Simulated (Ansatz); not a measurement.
# CH6Si: the cost of one run

Computed with Ansatz 0.2.0, Gaussian basis. Level: cc-pVDZ, all electrons in the functionals, frozen cores in the correlation of double hybrids and RPA.

To be run: wB97M-V, B2PLYP, RKS PBE0, at 1.013 Å; 1.090 Å; 1.186 Å; 1.281 Å; 1.377 Å; 1.473 Å; 1.569 Å; 1.665 Å; 1.761 Å.

8 further runs of the same task are left out: 6 that didn't finish, 2 set aside as unsound or not needed.

## (1) What is computed

The geometry derives from fragments relaxed apart (PBE0/def2-TZVP) and kept rigid, so it is no stationary point. A hydrogen atom is moved between rigid fragments.

8 atoms, charge 0, spin multiplicity 1.

Atoms are counted from 1 here; the program's logs count them from 0.

Bond lengths: C1–H2 1.090 Å, C1–H3 1.090 Å, C1–H4 1.090 Å, C1–H5 1.090 Å, Si6–H7 1.526 Å, Si6–H8 1.526 Å. Angles: H2–C1–H3 109.5°, H2–C1–H4 109.5°, H2–C1–H5 109.5°, H3–C1–H4 109.5°, H3–C1–H5 109.5°, H4–C1–H5 109.5°, H7–Si6–H8 91.2°.

No dispersion term is added; wB97M-V holds VV10 nonlocal correlation.

The geometry shown and the zero of energy belong to the point 1.090 Å. The yardstick, UCCSD(T), and other wave-function levels (R restricted, U unrestricted, valence and pair active spaces) come from earlier runs.

## (2) wB97M-V, 1.013 Å

The input, in.yaml:

```yaml
crystal:
  periodic: [false, false, false]
  atoms:
    - {symbol: C, position_ang: [-2.113205, 0.038195, -0.000001]}
    - {symbol: H, position_ang: [-2.476410, 1.065495, -0.000001]}
    - {symbol: H, position_ang: [-2.476411, -0.475456, 0.889668]}
    - {symbol: H, position_ang: [-2.476410, -0.475456, -0.889669]}
    - {symbol: H, position_ang: [-1.100205, 0.038195, 0.000000]}
    - {symbol: Si, position_ang: [1.087795, 0.038195, 0.000000]}
    - {symbol: H, position_ang: [1.699975, -0.836090, 1.090013]}
    - {symbol: H, position_ang: [1.699976, -0.836089, -1.090012]}
basis:
  gaussian: {orbitals: cc-pVDZ}
magnetization: {spin_polarized: true, initial_magnetization: 0}
hamiltonian: {xc: {name: wB97M-V}}
output: {orbitals: {seedname: orbitals}}
```

Launch:

```sh
> ansatz run in.yaml --threads 1 --pin off --events-out ev --progress --plain --max-ram 2393MiB
```

**Question.** How long does this run take on 1 thread of Arm Neoverse V2, shared host, and how much memory does it need?

About 11 s, with a peak of 0.25 GiB.
